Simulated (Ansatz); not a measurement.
A made-up structure of CHBN, doublet:

```tsv
atom	x (Å)	y (Å)	z (Å)
B1	-0.6227	0.1937	-0.2122
C2	0.7864	0.1583	0.2281
N3	-2.0893	0.3649	-0.6837
H4	1.4800	-0.5894	0.5170
```

It is relaxed with PBE-D4/def2-SVP and then PBE0-D4/def2-TZVP (Ansatz 0.2.0). Atoms count as bonded within 1.22 times the sum of their covalent radii (H–H: 0.88 Å). The end point is not checked to be a true minimum.

(1) Does its bonding change? (Judge from chemistry; the calculation decides.)

Answers

(1) By the calculation: No: no bond forms or breaks.

Where it ends: The first stage lowers the energy by 1.06 eV in 7 steps. It ends as CHBN ([CH][B][N]):
```
4
angstrom
B -0.7065 0.1743 -0.2362
C 0.5988 -0.1244 0.1979
N -1.9236 0.4573 -0.6415
H 1.5856 -0.3796 0.5290
```

Labels in which every atom is bracketed show which atoms are joined, not bond orders.

For scale, one of the runs: PBE0-D4/def2-TZVP relaxation, 99 basis functions, launched by `ansatz run in.yaml --threads 2 --pin off --events-out ev --progress --plain --max-ram 4352MiB`. Hardware: 2 CPU threads of an Arm Neoverse V2, shared host. Wall time about 65 s.
